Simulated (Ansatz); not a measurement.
The cation of CH₅AlS, SMILES `C[S][AlH2]` at the neutral geometry.

```yaml
crystal:
  periodic: [false, false, false]
  atoms:
    - {symbol: C, position_ang: [-0.724634, 1.053189, -0.503650]}
    - {symbol: S, position_ang: [-1.089928, -0.442753, 0.469784]}
    - {symbol: Al, position_ang: [0.859662, -1.372357, 0.651806]}
    - {symbol: H, position_ang: [-1.303674, 1.020891, -1.425607]}
    - {symbol: H, position_ang: [0.334936, 1.125287, -0.747467]}
    - {symbol: H, position_ang: [-1.020059, 1.927610, 0.074721]}
    - {symbol: H, position_ang: [2.088308, -0.637264, -0.027599]}
    - {symbol: H, position_ang: [0.947589, -2.731804, 1.452212]}
basis:
  gaussian: {orbitals: def2-TZVPP}
total_charge: 1
magnetization: {spin_polarized: true, initial_magnetization: 1}
hamiltonian: {xc: pbe, dispersion: d4}
```

```sh
$ ansatz run in.yaml --threads 2 --pin off --events-out ev --progress --plain
```

It prints (some lines left out):

```
Functional definition: PBE
1028 factors; their error is unknown
mean field evaluation 1: about -18515.4950 eV, gradient 5.6e1 eV
mean field evaluation 2: about -18324.4894 eV, gradient 1.5e2 eV
mean field evaluation 4: about -18525.0173 eV, gradient 3.2e1 eV
mean field evaluation 8: about -18532.9935 eV, gradient 1.7e0 eV
mean field evaluation 16: about -18533.0321 eV, gradient 1.0e-1 eV
mean field -18533.01604926 eV, -681.0757776808 hartree, gradient 4.1e-6 eV, S^2 0.753543; 6 other end points of the search recorded, 0 dependent functions left out
reference -18533.01609264 eV, -681.0757792749 hartree; 20, 19 occupied and 165, 166 virtual orbitals, 1028 factors
Total energy: -18533.13718310 eV, -681.0802292674 hartree
```

Hardware: 2 threads of a server CPU on a shared host. Wall time 9 s, peak host memory 0.42 GiB.
